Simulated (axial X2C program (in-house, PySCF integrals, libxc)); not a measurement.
# Al₂⁺: cheaper levels and CCSD(T), with spin–orbit coupling

Computed with an axial X2C code built on PySCF integrals. Two-component (2c) means X2C with spin–orbit coupling and atomic mean-field two-electron Coulomb and Gaunt terms. Basis: Al dyall-v3z [8s8p2d1f] (cores contracted in-house); Gaussian nuclei, density fitting, unrestricted open shells. Masses: Al 26.982 u.

State: Ω = 1/2 (⟨Sz⟩ = 0.50, ⟨Lz⟩ = 0.00 at HF); fragments Al+ + Al.

| level | Re (Å) | ωe (cm⁻¹) | De (eV) |
| --- | --- | --- | --- |
| PBE0 | 3.260 | 155.7 | 1.60 |
| HF | 3.315 | 157.6 | 1.23 |
| MP2 | 3.237 | 162.2 | 1.34 |
| CCSD | 3.228 | 165.1 | 1.35 |
| BP86 | 3.336 | 136.6 | 1.61 |

Correlated methods: 5 electrons correlated (number of frozen shells: Al 2 s, 1 p), 143 virtual spin orbitals or spinors in MP2, 90 natural virtuals in coupled cluster.

CCSD(T), same Hamiltonian and basis:

Re = 3.214 Å, ωe = 167.6 cm⁻¹, De = 1.39 eV; T1 = 0.027 (Lee–Taylor normalisation).

Problem. Give the differences from CCSD(T) in the columns below.

Solution. 

| level | ΔRe (Å) | Δωe (cm⁻¹) | ΔDe (eV) |
| --- | --- | --- | --- |
| PBE0 | 0.046 | -11.9 | 0.21 |
| HF | 0.101 | -10.0 | -0.16 |
| MP2 | 0.023 | -5.4 | -0.05 |
| CCSD | 0.014 | -2.5 | -0.04 |
| BP86 | 0.122 | -31.0 | 0.22 |

The state is a single determinant with fixed occupations, the lowest that a limited PBE0 search found. De is counted from the lowest determinant-based energies of the atoms at the same level, without counterpoise correction. Density functionals use the spin component along the axis (collinear). Coupled cluster ran in a truncated set of natural virtual spinors; the MP2 energy of the rest was added. (T) has no such correction and the atoms are truncated less, which lowers De at CCSD(T) by a hundredth of an eV or more. In 2c an atomic determinant is not the ground J level, so De misses part of the atomic spin–orbit lowering. This holds for PBE0, BP86. Without a current term, density functionals place determinants with orbital angular momentum somewhat too high.
